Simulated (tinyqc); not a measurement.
Ways to converge the cycle: SCF convergence aids in the sto-3g basis, for CH3, spin multiplicity 2. Computed by the program tinyqc with PySCF. 

Geometry (angstrom):
```
atom        x        y       z
C      0.0000   0.0000  0.1100
H      1.2570   0.0000  0.0000
H     -0.6280   1.0890  0.0000
H     -0.6280  -1.0890  0.0000
```

lowest solution found by these runs and by PySCF with stability checks = -39.012021 hartree

UHF with one setting changed at a time; a run stops when the energy changes by less than 1e-09 hartree and the error matrix is below 1e-5. The start is the core Hamiltonian. Damping d keeps d of the old density; a shift (hartree) raises the virtual levels; DIIS n extrapolates F over n matrices.

Largest element of the error matrix X^T (FDS - SDF) X:
```
iteration    plain  damping 0.3  damping 0.6  shift 0.4   DIIS 3   DIIS 8
1          3.4e-01      3.4e-01      3.4e-01    3.4e-01  3.4e-01  3.4e-01
2          1.3e-01      6.4e-02      2.1e-01    1.2e-01  1.3e-01  1.3e-01
3          2.5e-02      1.4e-02      1.2e-01    2.4e-02  2.0e-02  2.0e-02
4          7.7e-03      6.5e-03      6.7e-02    9.1e-03  5.6e-03  5.6e-03
5          3.9e-03      5.2e-03      3.8e-02    5.5e-03  2.8e-03  3.0e-03
6          2.7e-03      4.3e-03      2.2e-02    4.1e-03  8.6e-04  8.6e-04
8          1.5e-03      2.8e-03      8.5e-03    2.6e-03  9.1e-05  2.7e-05
10         8.4e-04      1.9e-03      4.6e-03    1.7e-03  1.2e-05  7.7e-07
14         2.6e-04      8.8e-04      2.6e-03    7.3e-04        -        -
20         4.4e-05      2.7e-04      1.4e-03    2.1e-04        -        -
30               -      3.7e-05      4.9e-04    2.5e-05        -        -
45               -            -      9.6e-05          -        -        -
60               -            -      1.9e-05          -        -        -
```

How each run ends:
```
run          iterations  E (hartree)                                                        state
plain                27    -39.01202                                                 lowest found
damping 0.3          38    -39.01202                                                 lowest found
damping 0.6         >60    -39.01202  falls steadily but slowly, by a factor of about 0.90 a step
shift 0.4            36    -39.01202                                                 lowest found
DIIS 3               13    -39.01202                                                 lowest found
DIIS 8               10    -39.01202                                                 lowest found
```

5 of 6 runs reach the lowest solution found, in 10 to 38 iterations (fastest: DIIS 8). Not converged: damping 0.6. Plain steps already contract here, so damping only slows them. DIIS 3 and DIIS 8 gain by cancelling the error over several earlier matrices, much as a quasi-Newton step does.
